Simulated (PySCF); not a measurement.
**Substituent chemical shifts**

Parent skeleton `[cH:1]1[cH:2][cH:3][s:4][cH:5]1`; one hydrogen on atom 1 is replaced by X. Hydrogens on one atom are averaged.

- PBE0/pcSseg-1 with gauge-including orbitals
- coordinates at the PBE0-D3(BJ)/def2-SVP level
- program: PySCF
- relativity neglected, equivalent nuclei averaged, no solvent, single conformer

Shifts are taken against calculated references (same method and geometry level): TMS for 13C (σref 184.41), 1H (σref 31.27); 33S (σref 495.66) against CS2.

Parent (X = H): C1 131.4, C2 131.4, C3 132.8, S4 220.6, C5 132.8, H(C2) 7.19, H(C3) 7.17, H(C5) 7.17 ppm. Effects are Δδ = δ(X) − δ(H), positive for deshielding.

Known members:
| X | C1 | C2 | C3 | S4 | C5 | H(C2) | H(C3) | H(C5) |
| --- | --- | --- | --- | --- | --- | --- | --- | --- |
| CF3 | +6.9 | -1.0 | +2.6 | +1.3 | +1.3 | +0.20 | +0.10 | +0.41 |
| OCHO | +22.2 | -5.4 | -0.4 | -50.5 | -16.1 | +1.35 | -0.09 | -0.30 |
| N(SiH3)2 | +21.2 | -6.2 | +0.2 | -27.8 | -21.2 | -0.18 | -0.09 | -0.84 |
| SSiH3 | +4.5 | +3.3 | +0.8 | +8.2 | -10.5 | -0.14 | +0.02 | -0.74 |
| BF2 | +0.0 | +6.7 | +1.2 | +35.1 | +18.5 | +0.43 | +0.07 | +0.89 |

Four more derivatives gave (Δδ, ppm):
```json
{"compound": "1", "C1": "+18.9", "C2": "+6.7", "C3": "+0.1", "S4": "+26.7", "C5": "+16.3", "H(C2)": "+0.55", "H(C3)": "+0.04", "H(C5)": "+0.95"}
{"compound": "2", "C1": "-3.7", "C2": "+8.7", "C3": "+1.2", "S4": "+22.7", "C5": "+11.8", "H(C2)": "+0.25", "H(C3)": "+0.10", "H(C5)": "+0.51"}
{"compound": "3", "C1": "+13.4", "C2": "-3.6", "C3": "+0.9", "S4": "-6.0", "C5": "-0.7", "H(C2)": "+0.33", "H(C3)": "-0.08", "H(C5)": "-0.30"}
{"compound": "4", "C1": "+35.7", "C2": "+4.1", "C3": "-7.9", "S4": "-51.0", "C5": "-6.5", "H(C2)": "+0.10", "H(C3)": "-0.85", "H(C5)": "-0.03"}
```

Question: Their substituents are BMe2, SCF3, SO3-, vinyl. Which is which?

Answer: 1: X = BMe2 (CB(C)c1ccsc1); 2: X = SCF3 (FC(F)(F)Sc1ccsc1); 3: X = vinyl (C=Cc1ccsc1); 4: X = SO3- (O=S(=O)([O-])c1ccsc1).
